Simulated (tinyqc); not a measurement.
Worked calculation: extended Hueckel theory, for SiH4. One step of it, computed by the program tinyqc.

Problem. Mulliken analysis. P = C n C^T; charge = valence electrons (H 1, Si 4) minus the sum of (P S)_ii on the atom; overlap population = 2 sum P_ij S_ij between two atoms.

coefficients, order 1Si 3s, 1Si 3px, 1Si 3py, 1Si 3pz, 2H 1s, 3H 1s, 4H 1s, 5H 1s:
$$\begin{pmatrix}
0.568224 & 0.000000 & 0.000000 & 0.000000 & 0.000000 & 0.000000 & 0.000000 & 1.492294 \\
0.000000 & -0.408784 & -0.160188 & -0.075495 & 0.982244 & 0.488439 & 0.482323 & 0.000000 \\
0.000000 & 0.154419 & -0.415412 & 0.045303 & -0.306807 & 1.065596 & -0.454299 & 0.000000 \\
0.000000 & -0.086688 & 0.015402 & 0.436706 & -0.614067 & 0.248889 & 0.998493 & 0.000000 \\
0.228658 & -0.259346 & -0.425990 & 0.309124 & -0.028796 & -0.845967 & -0.481662 & -0.706745 \\
0.228658 & -0.362355 & 0.182367 & -0.423942 & -0.892981 & 0.387597 & 0.029031 & -0.706745 \\
0.228658 & 0.494194 & -0.205791 & -0.240225 & 0.316716 & -0.154030 & 0.907995 & -0.706745 \\
0.228658 & 0.127507 & 0.449414 & 0.355042 & 0.605061 & 0.612400 & -0.455363 & -0.706745
\end{pmatrix}$$

occupations: [2.000000, 2.000000, 2.000000, 2.000000, 0.000000, 0.000000, 0.000000, 0.000000]

overlap S, order 1Si 3s, 1Si 3px, 1Si 3py, 1Si 3pz, 2H 1s, 3H 1s, 4H 1s, 5H 1s:
$$\begin{pmatrix}
1.000000 & 0.000000 & 0.000000 & 0.000000 & 0.418987 & 0.418987 & 0.418987 & 0.418987 \\
0.000000 & 1.000000 & 0.000000 & 0.000000 & 0.303352 & 0.303352 & -0.303352 & -0.303352 \\
0.000000 & 0.000000 & 1.000000 & 0.000000 & 0.303352 & -0.303352 & 0.303352 & -0.303352 \\
0.000000 & 0.000000 & 0.000000 & 1.000000 & 0.303352 & -0.303352 & -0.303352 & 0.303352 \\
0.418987 & 0.303352 & 0.303352 & 0.303352 & 1.000000 & 0.051762 & 0.051762 & 0.051762 \\
0.418987 & 0.303352 & -0.303352 & -0.303352 & 0.051762 & 1.000000 & 0.051762 & 0.051762 \\
0.418987 & -0.303352 & 0.303352 & -0.303352 & 0.051762 & 0.051762 & 1.000000 & 0.051762 \\
0.418987 & -0.303352 & -0.303352 & 0.303352 & 0.051762 & 0.051762 & 0.051762 & 1.000000
\end{pmatrix}$$

Give: charges; Overlap populations.

Solution.

charges: 1Si 0.629, 2H -0.157, 3H -0.157, 4H -0.157, 5H -0.157

Overlap populations:
```
pair      value
2-1    0.767128
3-1    0.767128
3-2   -0.012936
4-1    0.767128
4-2   -0.012936
4-3   -0.012936
5-1    0.767128
5-2   -0.012936
5-3   -0.012936
5-4   -0.012936
```
